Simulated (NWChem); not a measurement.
Species: sulfur dioxide (SO₂); SMILES S(=O)=O

Computed with NWChem. Geometry: optimised at PBE0/def2-SVP. Level BLYP/def2-SVPD: energy and gradient; each run changes one setting, and changes count from the defaults (medium grid, exact Coulomb integrals, symmetry on).

### Question
Which setting moves the energy most, and by about how much (extra-fine grid; tight SCF thresholds and tolerances; Coulomb fitting, Ahlrichs set; Becke weights; coarse grid; defaults)?

### Answer
Coulomb fitting, Ahlrichs set, by about 500 μHa.
```
setting                              size of the energy change (μHa)  largest change of a gradient component (μHa/bohr)
-----------------------------------  -------------------------------  -------------------------------------------------
defaults                                                        < 10                                               < 30
Coulomb fitting, Ahlrichs set                                    500                                                 90
tight SCF thresholds and tolerances                             < 10                                               < 30
extra-fine grid                                                 < 10                                               < 30
Becke weights                                                   < 10                                               < 30
coarse grid                                                       30                                                 80
```
